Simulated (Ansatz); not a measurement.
fcc Ag

All values below come from PBEsol (Ansatz, a program for electronic structure, plane waves, PAW).

Run with plane-wave cutoff 500 eV, 14×10×1 k mesh (along the axes of the cell as run), Fermi–Dirac smearing 0.1 eV, scalar-relativistic PAW data made under PBE.

Cell: relaxed at this level.

| Property | Result |
|---|---|
| surface energy of the (310) face | 1.23 J/m² |
| work function of the (310) face | 4.24 eV |

The slab of 20 atoms is relaxed and unreconstructed.

The computed numbers hold no vibrational or temperature effects.

Computing time: roughly 2.2 core-hours.
